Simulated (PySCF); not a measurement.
A species of formula C3H6F2 has this rotational fingerprint, computed with PySCF, PBE0-D3(BJ)/def2-SVP geometry optimisation, gas phase:

| Quantity | Value |
| --- | --- |
| Rotational constants | A = 5192, B = 4869, C = 4843 MHz |
| Dipole components | \|μa\| = 0.00 D, \|μb\| = 2.21 D, \|μc\| = 0.00 D |
| Inertial defect | -96.78 u·Å² |
| κ | -0.85 |

Problem. Which candidate fits, each taken in the one conformer that was computed?
A. 2,2-difluoropropane (`CC(C)(F)F`)
B. `[F:1][CH2:2][CH2:3][CH2:4][F:5]` with F1–C2–C3–C4 61°, C2–C3–C4–F5 62° (1,3-difluoropropane)
C. `[CH3:1][C@H:2]([F:3])[CH2:4][F:5]` with C1–C2–C4–F5 -173°

Solution. A. It is CC(C)(F)F, an asymmetric top, point group C2v. The candidates at the same level (rigid rotor, commonest isotopes):

| SMILES | A (MHz) | B (MHz) | C (MHz) | μa (D) | μb (D) | μc (D) | Δ (u·Å²) | point group | rotor |
| --- | --- | --- | --- | --- | --- | --- | --- | --- | --- |
| FCCCF | 9133 | 3022 | 2806 | 0.00 | 2.01 | 0.00 | -42.46 | C2 | near-prolate asymmetric top |
| CC(C)(F)F | 5192 | 4869 | 4843 | 0.00 | 2.21 | 0.00 | -96.78 | C2v | asymmetric top |
| C[C@H](F)CF | 8574 | 3525 | 2732 | 1.44 | 2.36 | 0.02 | -17.30 | C1 | asymmetric top |

`FCCCF` has A 76 % too high; `C[C@H](F)CF` has A 65 % too high. In the right answer the symmetry axis of this C2v structure is b, so μa and μc vanish by symmetry. No structure here is proved a minimum.
